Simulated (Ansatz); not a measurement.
`CNCN` + `N#CO` → `N#COCN` + CH₃NH₂  (substitution at a C–N bond)

Calculated with Ansatz (gas phase, PBE0-D4/def2-TZVP geometries, no zero-point term in ΔE). CCSD(T)/CBS adds triple-zeta CCSD(T) − MP2 to the extrapolated MP2 energy (def2 sets, frozen cores). This one scheme is used for every species. Functionals use def2-TZVPP. B3LYP here is the variant with VWN-RPA as its local correlation; programs differ in this. HSE06 is defined as in plane-wave codes. Each species was taken in one conformer, which may not be the lowest.

```tsv
level	ΔE (kJ/mol)	difference from CCSD(T)/CBS
LDA (SPW92)	-7.4	1.6
PBE-D4	-14.3	-5.3
revPBE-D4	-12.0	-3.0
BLYP-D4	-19.6	-10.6
B97M-V	-15.2	-6.2
B3LYP-D4	-16.9	-7.9
r2SCANh-D4	-15.9	-6.9
r2SCAN0-D4	-13.4	-4.4
HSE06-D4	-11.1	-2.1
BHLYP-D4	-14.8	-5.8
CAM-B3LYP-D4	-15.3	-6.3
ωB97X-V	-12.7	-3.7
ωB97M-V	-11.2	-2.2
B2PLYP	-17.0	-8.0
PBE-QIDH	-9.4	-0.4
PBE	-16.8	-7.8
revPBE	-20.4	-11.4
BLYP	-25.2	-16.2
r2SCAN	-18.2	-9.2
PBE0	-12.9	-3.9
r2SCANh	-16.5	-7.5
r2SCAN0	-14.1	-5.1
HSE06	-12.9	-3.9
BHLYP	-17.4	-8.4
CAM-B3LYP	-17.3	-8.3
LC-ωPBE	-11.2	-2.2
RPA@PBE/def2-TZVPP	-10.4	-1.4
HF/def2-SVP	-14.7	-5.7
MP2/def2-SVP	-3.5	5.5
CCSD/def2-SVP	-3.3	5.7
CCSD(T)/def2-SVP	-4.1	4.9
HF/def2-TZVPP	-19.5	-10.5
SCS-MP2/def2-TZVPP	-10.5	-1.5
CCSD(T)/def2-TZVPP	-9.0	0.0
HF/def2-QZVPP	-19.7	-10.7
MP2/def2-QZVPP	-8.5	0.5
SCS-MP2/def2-QZVPP	-10.6	-1.6
HF/CBS(def2)	-19.7	-10.7
MP2/CBS(def2)	-8.4	0.6
CCSD/CBS(def2)	-8.3	0.7
CCSD(T)/CBS	-9.0	0
```

Largest T1 diagnostic among the species: 0.014.

The D4 term adds +4.0 kJ/mol with B3LYP and +2.1 kJ/mol with PBE0; it sums over pairs of atoms, weighted by their polarisabilities, and B3LYP, whose exchange is more repulsive, gets the larger term. From BLYP to BHLYP (50 % exact exchange), in def2-TZVPP and without D4, ΔE moves by +7.8 kJ/mol. Leaving LDA and LC-ωPBE aside and taking each functional with its dispersion term where it has one, the values spread over 10.1 kJ/mol, from BLYP-D4 to PBE-QIDH. LDA lies +9.5 kJ/mol from PBE without D4.
